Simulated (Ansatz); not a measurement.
Species: AlF₃, SMILES `[F][Al]([F])[F]` (charge 0, multiplicity 1), formula AlF₃.

Question: How many basis functions does frozen-core CCSD(T)/cc-pVTZ // B3LYP-D3(BJ)/def2-TZVP (Ansatz, a program for electronic structure) use, how many core orbitals are frozen, and how many electrons are correlated?

Answer: 124 basis functions and 8 frozen orbitals, which leaves 24 correlated electrons. Core time is of the order of seconds.
